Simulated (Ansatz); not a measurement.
Ansatz input

```yaml
crystal:
  lattice:
    - [0.0, 1.935731351, 1.935731351]
    - [1.935731351, 0.0, 1.935731351]
    - [1.935731351, 1.935731351, 0.0]
  atoms:
    - { symbol: Ir, position: [0.0, 0.0, 0.0], spin: 1.0, spin_axis: [0, 0, 1] }
hamiltonian:
  xc: pbe
  pseudopotentials:
    kind: paw_fr
    azcp:
      Ir: "pseudopotentials/Ir.paw.azcp"
basis:
  ecutwfc: 420
  fft_grid_basis: typed
kpoints:
  mp_grid: { grid: [14, 14, 14], shift: [0, 0, 0] }
magnetization:
  noncollinear: true
  spin_orbit: true
scf:
  occupations: { method: fermi_dirac, width: 0.05 }
```

and its output:

```
Engine: ansatz 0.2.0, x86_64-unknown-linux-gnu
Pseudopotentials: kind: paw_fr
Pseudopotential: Ir, paw_fr, valence charge 17, recommended cutoff 420 eV (normal) 
Functional definition: PBE
  parameter kappa = 0.804
  parameter beta = 0.06672455060314922
  exchange = pbe_x(kappa = kappa, mu = beta*pi^2/3)
  correlation = pbe_c(beta = beta)
Crystal: 1 atoms, lattice volume = 14.507 Å³
Basis set: ecut = 420 eV, 283 PW (Γ)
Bands: 26, of which v1, the nominal top of the filled ones, is band 17 counted from 1 (16 counted from 0)
Symmetry: 8 space group operations + 8 with time reversal
Magnetic group: BNS 139.537 (UNI 1197), of the structure as read, at distance tolerance 2.4e-5 Å
k-points: 244 of 2744 (time reversal used)
Projection manifold: j_resolved (fully-relativistic pseudo-atomic orbitals)
Non-local potential: Ir, projectors of the file, l = 0: 3, l = 1: 4, l = 2: 4, l = 3: 2
PAW form: soft (Blöchl's): semilocal exchange-correlation on the pseudo side does not see the compensation charge
PAW one-centre angular grid: Ir, 590 points (default); XC on 64 Gauss nodes
Initial density: superposition of atomic densities (chi_scale 0.1, normalization cell)
Starting moments: Σ|m| = 1 μB on 1 of 1 site
Initial wavefunctions: pseudopotential atomic-orbital guess
Functional: x = pbe(κ = 0.804, μ = 0.2195149727645171), c = pbe(β = 0.06672455060314922)
iter 1 solved again at ethr=1.37e-3 eV; its pass at ethr=3.10e-3 eV (dr2=2.33e-1 eV) is discarded
SCF iter   1: F=—  HF=-11967.151567 eV  |F-HF|=—  |Δ(HF+E_count)|=         —  Δρ=9.58e-2  dr2=2.35e-1  dr2_m=3.05e-1  ethr=1.37e-3  |M|=2.45e-1 ∫|m|=2.49e-1 μB  |m|>n=0.0e0 m-floor=0.0e0 τ_xc=0.0e0 mc-row=0.0e0  β_m=0.30  ⟨swp⟩=1.5  Hψ=38316  notcnv=0
SCF iter   2: F=—  HF=-11967.130976 eV  |F-HF|=—  |Δ(HF+E_count)|=   2.06e-2  Δρ=7.11e-2  dr2=4.41e-2  dr2_m=1.68e-1  ethr=1.37e-3  |M|=2.09e-1 ∫|m|=2.13e-1 μB  |m|>n=0.0e0 m-floor=0.0e0 τ_xc=1.7e-4 mc-row=0.0e0  β_m=0.30  ⟨swp⟩=3.0  Hψ=10590  notcnv=0
SCF iter   3: F=—  HF=-11967.143321 eV  |F-HF|=—  |Δ(HF+E_count)|=   1.23e-2  Δρ=5.27e-2  dr2=3.93e-3  dr2_m=9.22e-2  ethr=2.59e-4  |M|=1.82e-1 ∫|m|=1.87e-1 μB  |m|>n=0.0e0 m-floor=0.0e0 τ_xc=2.1e-4 mc-row=0.0e0  β_m=0.30  ⟨swp⟩=2.2  Hψ=10767  notcnv=0  defer=248
SCF iter   4: F=—  HF=-11967.155673 eV  |F-HF|=—  |Δ(HF+E_count)|=   1.24e-2  Δρ=3.97e-2  dr2=3.48e-5  dr2_m=5.24e-2  ethr=2.31e-5  |M|=1.57e-1 ∫|m|=1.62e-1 μB  |m|>n=0.0e0 m-floor=0.0e0 τ_xc=1.9e-4 mc-row=0.0e0  β_m=0.30  ⟨swp⟩=1.6  Hψ=9236  notcnv=0  defer=248
SCF iter   5: F=—  HF=-11967.163268 eV  |F-HF|=—  |Δ(HF+E_count)|=   7.60e-3  Δρ=3.04e-2  dr2=3.75e-6  dr2_m=3.07e-2  ethr=2.05e-7  |M|=1.35e-1 ∫|m|=1.39e-1 μB  |m|>n=0.0e0 m-floor=0.0e0 τ_xc=1.6e-4 mc-row=0.0e0  β_m=0.30  ⟨swp⟩=2.0  Hψ=9585  notcnv=0  defer=248
SCF iter   6: F=—  HF=-11967.167865 eV  |F-HF|=—  |Δ(HF+E_count)|=   4.60e-3  Δρ=2.36e-2  dr2=2.59e-7  dr2_m=1.85e-2  ethr=2.21e-8  |M|=1.15e-1 ∫|m|=1.19e-1 μB  |m|>n=0.0e0 m-floor=0.0e0 τ_xc=1.3e-4 mc-row=0.0e0  β_m=0.30  ⟨swp⟩=2.0  Hψ=9891  notcnv=0  defer=248
SCF iter   7: F=—  HF=-11967.170734 eV  |F-HF|=—  |Δ(HF+E_count)|=   2.87e-3  Δρ=1.86e-2  dr2=2.73e-7  dr2_m=1.14e-2  ethr=5.88e-10  |M|=9.78e-2 ∫|m|=1.02e-1 μB  |m|>n=0.0e0 m-floor=0.0e0 τ_xc=1.0e-4 mc-row=0.0e0  β_m=0.30  ⟨swp⟩=3.3  Hψ=15802  notcnv=0
Mixer restart at iter 7: flushing history
spin-set hold released at iteration 7 (site moments contracting): the magnetisation degrees of freedom join the quasi-Newton model from the next iteration; the mixer history was flushed
SCF iter   8: F=—  HF=-11967.172576 eV  |F-HF|=—  |Δ(HF+E_count)|=   1.84e-3  Δρ=1.47e-2  dr2=2.71e-7  dr2_m=7.23e-3  ethr=1.52e-9  |M|=8.30e-2 ∫|m|=8.66e-2 μB  |m|>n=0.0e0 m-floor=0.0e0 τ_xc=7.9e-5 mc-row=0.0e0  β_m=0.57  ⟨swp⟩=3.0  Hψ=11834  notcnv=0  defer=386
SCF iter   9: F=—  HF=-11967.176142 eV  |F-HF|=—  |Δ(HF+E_count)|=   3.57e-3  Δρ=3.18e-3  dr2=2.91e-8  dr2_m=3.37e-4  ethr=5.88e-10  |M|=2.47e-2 ∫|m|=2.69e-2 μB  |m|>n=0.0e0 m-floor=0.0e0 τ_xc=1.1e-5 mc-row=0.0e0  β_m=0.82  ⟨swp⟩=1.0  Hψ=21792  notcnv=0
SCF iter  10: F=—  HF=-11967.176439 eV  |F-HF|=—  |Δ(HF+E_count)|=   2.97e-4  Δρ=6.22e-4  dr2=4.89e-8  dr2_m=1.29e-5  ethr=1.71e-10  |M|=5.29e-3 ∫|m|=6.11e-3 μB  |m|>n=0.0e0 m-floor=0.0e0 τ_xc=8.2e-7 mc-row=0.0e0  β_m=0.91  ⟨swp⟩=4.0  Hψ=17915  notcnv=0
SCF iter  11: F=—  HF=-11967.176457 eV  |F-HF|=—  |Δ(HF+E_count)|=   1.81e-5  Δρ=3.53e-5  dr2=1.72e-7  dr2_m=3.95e-8  ethr=1.71e-10  |M|=1.57e-4 ∫|m|=1.59e-4 μB  |m|>n=0.0e0 m-floor=0.0e0 τ_xc=6.5e-9 mc-row=0.0e0  β_m=0.84  ⟨swp⟩=4.0  Hψ=17638  notcnv=0
SCF iter  12: F=—  HF=-11967.176457 eV  |F-HF|=—  |Δ(HF+E_count)|=   1.77e-8  Δρ=1.61e-5  dr2=2.77e-8  dr2_m=8.82e-9  ethr=1.71e-10  |M|=5.57e-5 ∫|m|=6.40e-5 μB  |m|>n=0.0e0 m-floor=0.0e0 τ_xc=1.7e-9 mc-row=0.0e0  β_m=0.79  ⟨swp⟩=1.0  Hψ=18113  notcnv=0
SCF iter  13: F=—  HF=-11967.176457 eV  |F-HF|=—  |Δ(HF+E_count)|=   1.28e-9  Δρ=4.68e-6  dr2=1.40e-9  dr2_m=7.53e-10  ethr=1.63e-10  |M|=1.45e-6 ∫|m|=1.78e-5 μB  |m|>n=0.0e0 m-floor=0.0e0 τ_xc=1.2e-10 mc-row=0.0e0  β_m=0.90  ⟨swp⟩=2.0  Hψ=11489  notcnv=0
SCF iter  14: F=—  HF=-11967.176457 eV  |F-HF|=—  |Δ(HF+E_count)|=  5.89e-10  Δρ=8.46e-7  dr2=2.95e-11  dr2_m=2.48e-11  ethr=8.22e-12  |M|=3.46e-7 ∫|m|=3.18e-6 μB  |m|>n=0.0e0 m-floor=0.0e0 τ_xc=2.3e-12 mc-row=0.0e0  β_m=0.92  ⟨swp⟩=2.0  Hψ=11510  notcnv=0
SCF iter  15: F=-11967.176457 eV  HF=-11967.176457 eV  |F-HF|=7.28e-12  |Δ(HF+E_count)|=  2.18e-11  Δρ=1.44e-7  dr2=9.04e-13  dr2_m=7.26e-13  ethr=1.00e-12  |M|=4.48e-8 ∫|m|=6.27e-7 μB  |m|>n=0.0e0 m-floor=0.0e0 τ_xc=5.8e-15 mc-row=0.0e0  ⟨swp⟩=2.0  Hψ=11511  notcnv=0
WARN: the starting moments were not kept: the SCF closed with an absolute magnetisation of 6.2e-7 μB, where they sum to 1 μB in size (1 site). That is at most 0.1 of that sum. Measured as dr2_m measures the in/out step, that magnetisation stands 1.4e-13 eV from none, at or under the dr2_threshold of 1.0e-7 eV: it is no larger than a step whose dr2_m would equal this threshold. The system may hold no moment; this SCF shows only that its start led to no more than that. To try another start: raise the starting moments (crystal.atoms[].spin, magnetization.per_species, magnetization.initial_magnetization, or on a non-collinear deck that types none of these the spinor_matrix: blocks that start its atoms; where the total moment is fixed, keep their sum and leave initial_magnetization as it is; typed ones take the place of any that the run laid by itself, positive ones on a crystal's lanthanoids without a Hubbard term where scf.initial_density.shell_occupations: [] is typed) or, if the notice of its spin-set hold's release reads "site moments contracting" or "site moments show no strong build", lengthen the hold (scf.mixing.spin_hold: { on: { confirm: 4 } }; for m-r²SCAN on two components see the key's manual first). Each may lead to a state that holds a moment. A second SCF, from the converged charge density, with the starting moments and any scf.initial_density.shell_occupations laid on it anew, would have followed, and was not run: the deck does not ask for one (magnetization.retry_lost_moments is false, the default). To let it run, set magnetization.retry_lost_moments: true and run the deck again, where that key's refused combinations let it; where memory then withholds it, that run's warning says so.
SCF 1 converged in 15 iterations: F = -11967.176457 eV  dr2 = 9.04e-13
SCF converged after 15 iterations
Magnetization: |M| = 0.0000 μB,  M = (-0.0000, -0.0000, -0.0000) μB
Absolute magnetization: 0.0000 μB (∫|m|, with the PAW one-centre terms)
  site 0: m = (-0.0000, -0.0000, -0.0000) μB, |m| = 0.0000 μB  (R = 1.13 Å)
Free energy (F): -11967.176457 eV
Harris-Foulkes:  -11967.176457 eV  (|F-HF|=7.28e-12)
Internal energy: -11967.166015 eV  (E = F + TS)
E sigma→0 (E₀):  -11967.171236 eV
Entropy (-TS):   -0.010442 eV (-10.442 meV/atom)
Fermi energy:    24.985022 eV
--- Per-component energies (eV) ---
  E_band       = -98.543590
  E_kinetic    = 621.682865
  E_local      = -1089.421537  (includes V_loc(G=0)·N_el)
  E_nonlocal   = 64.353226
  E_hartree    = 416.740505
  E_xc         = -267.629334
  E_vxc        = -299.761347  (∫ρ·V_xc dr)
  E_paw        = -9248.720796  (= ΣΔE_a)
  E_vpaw       = -228.877887  (= ΣTr[D̂ρ^β])
  E_aug_tail   = 0.000059  (compensation charges beyond the density's cutoff)
  E_ewald      = -2464.171003
  E_smearing   = -0.010442  (= −TS)
  E_closure    = -0.000000  (closes the sum)
  Σ components = -11967.176457   (vs F -11967.176457, Δ=0.00e0)
```
